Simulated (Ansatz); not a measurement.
# AlPN+ (quintet): wave-function methods side by side, cc-pVDZ

The task here is to estimate one member of a computed series from the others.

Computed with Ansatz 0.2.0, Gaussian basis. Level: cc-pVDZ, core rule «outside noble gas», up to 11 orbitals frozen.

To be run: UHF; CCSD(T) on ROHF; CCSD(T) on UHF; BCCD(T) on ROHF; CISD as a restricted active space (open shells left free, so some higher excitations enter); CCSDT(Q) on ROHF; CCSDT(Q) on UHF.

41 further runs of the same task are left out: 16 for a known fault of the program, 14 that didn't finish, 11 set aside as unsound or not needed. Runs told in other sessions of the task aren't counted.

**The system**

The geometry is a PBE0/def2-TZVP stationary point (not a proven minimum) of the parent state, kept for this charge and spin.

3 atoms, charge 1, spin multiplicity 5.

Atoms are counted from 1 here; the program's logs count them from 0.

Bond lengths: N1–Al2 1.817 Å, Al2–P3 2.195 Å. Angles: N1–Al2–P3 180.0°.

Set-up of the first run:

File in.yaml:

```yaml
crystal:
  periodic: [false, false, false]
  atoms:
    - {symbol: N, position_ang: [0.000000, 0.000000, -1.943000]}
    - {symbol: Al, position_ang: [0.000000, 0.000000, -0.126200]}
    - {symbol: P, position_ang: [0.000000, 0.000000, 2.069200]}
basis:
  gaussian: {orbitals: cc-pVDZ}
total_charge: 1
magnetization: {spin_polarized: true, initial_magnetization: 4}
hamiltonian: {xc: hf}
output: {orbitals: {seedname: orbitals}}
```

Launch:

```bash
$ ansatz run in.yaml --threads 1 --pin off --events-out ev --progress --plain --max-ram 2393MiB
```

Steps of the session up to this table: UHF; CCSD(T) on ROHF; CCSD(T) on UHF; BCCD(T) on ROHF; CISD as a restricted active space (open shells left free, so some higher excitations enter); CCSDT(Q) on ROHF; CCSDT(Q) on UHF.

One table of the session follows, with a row left open; its other results are not shown here.

It belongs to the step «Misses and costs». 

```
   method  from UCCSDT(Q) (meV)
     ROHF               +7100.5
      UHF               +6835.4
     RMP2               +1333.5
     UMP2                     ?
     CISD                +811.5
    RCCSD                +269.5
    UCCSD                +263.1
 RCCSD(T)                 +68.6
 UCCSD(T)                 +68.0
  BCCD(T)                 +69.6
   RCCSDT                 +19.2
   UCCSDT                 +17.7
RCCSDT(Q)                  +2.5
UCCSDT(Q)                     0
```

**Question.** Estimate the row for UMP2.

The run gave: from UCCSDT(Q) (meV): +1374.2. In the column «from UCCSDT(Q) (meV)» it lies between RMP2 (+1333.5) and UHF (+6835.4).

Limits of these values: Restricted and unrestricted rows rest on different reference determinants; a gap between their highest levels can come from leftover correlation error, from unlike frozen cores or from another state.
